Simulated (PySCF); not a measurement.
C2H4O2, SMILES COC=O. Heavy atoms are numbered as in [CH3:1][O:2][CH:3]=[O:4]. Hydrogens are named by the atom that carries them.

Geometry: ωB97X-D3(BJ)/def2-SVP. Other conformers were not sampled.

Computed with PBE0/pcSseg-1 (PySCF).

GIAO shieldings, no solvent; atoms alike by connectivity are averaged. δ = σ(ref) − σ: ¹³C against TMS (σ = 186.3 ppm); ¹⁷O against H2O (σ = 334.2 ppm); ¹H against TMS (σ = 31.56 ppm), references at their B3LYP-D3(BJ)/def2-TZVP geometries, non-relativistic.

| atoms | nucleus | count | δ (ppm) |
|---|---|---|---|
| C3 (CH) | ¹³C | 1 | ___ |
| C1 (CH3) | ¹³C | 1 | ___ |
| O4 | ¹⁷O | 1 | 458.0 |
| O2 | ¹⁷O | 1 | ___ |
| H on C3 | ¹H | 1 | 8.14 |
| H on C1 | ¹H | 3 | 4.01 |

**Question.** What belongs in the gaps? (Estimate from the structure and the level; the computed values follow.)

**Answer.** 
- C3 (CH), δ (ppm): 167.8
- O2, δ (ppm): 199.1
- C1 (CH3), δ (ppm): 54.3
